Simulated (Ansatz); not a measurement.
# NbP2: from a trial structure to a relaxed crystal

Theory: DFT r2SCAN, scalar-relativistic, plane waves, PAW (Ansatz 0.2.0). Cutoff 500 eV, Γ-centred k mesh, Gaussian smearing, no spin polarisation in the final step.

NbP2 was placed on the fluorite structure type (Fm-3m, No. 225), with Nb in place of Ca, P in place of F, at a guessed volume.

```yaml
crystal:
  lattice:
    - [0.00000, 2.88753, 2.88753]
    - [2.88753, 0.00000, 2.88753]
    - [2.88753, 2.88753, 0.00000]
  atoms:
    - { symbol: Nb, position: [0.00000, 0.00000, 0.00000] }
    - { symbol: P, position: [0.25000, 0.25000, 0.25000] }
    - { symbol: P, position: [0.75000, 0.75000, 0.75000] }
```

Steps on the 6×6×6 mesh (3 atoms). 4 of 4 steps are shown, and the free energy counts from the last. Trial steps that were taken back and renewals of the plane-wave basis can be among the rows.

```
step  ΔF (meV/atom) V (Å³/atom) P (GPa)
   1          125.1        16.05    20.43
   2            2.6        18.55    -2.07
   3            0.6        18.29    -0.36
   4            0.0        18.29    -0.36
```

A final relaxation ran on a 14×14×14 mesh. The relaxed crystal, Fm-3m (No. 225):

```cif
data_structure
_symmetry_space_group_name_H-M 'Fm-3m'
_symmetry_Int_Tables_number 225
_cell_length_a 6.0321
_cell_length_b 6.0321
_cell_length_c 6.0321
_cell_angle_alpha 90.000
_cell_angle_beta 90.000
_cell_angle_gamma 90.000
_cell_volume 219.49
loop_
_atom_site_label
_atom_site_type_symbol
_atom_site_symmetry_multiplicity
_atom_site_Wyckoff_symbol
_atom_site_fract_x
_atom_site_fract_y
_atom_site_fract_z
_atom_site_occupancy
Nb1 Nb 4 a 0.00000 0.00000 0.00000 1
P1 P 8 c 0.25000 0.75000 0.75000 1
```

For NbP2, the volume per atom is 18.29 Å³, the density is 4.69 g/cm³ and the energy over the elements is -0.06 eV/atom. The gap on the 14×14×14 mesh is 0 eV (a metal).

Formation energies are uncorrected and refer to the elements' standard structures at the same level.

The final run used a 14×14×14 mesh on its 3-atom cell and 0.10 eV smearing. For metals, differences of a few meV/atom aren't resolved.

A structure relaxed within its symmetry needn't be a true minimum.

Cost: 3 runs of about 0.81 core-minutes in all, on Arm Neoverse V2 (shared hosts).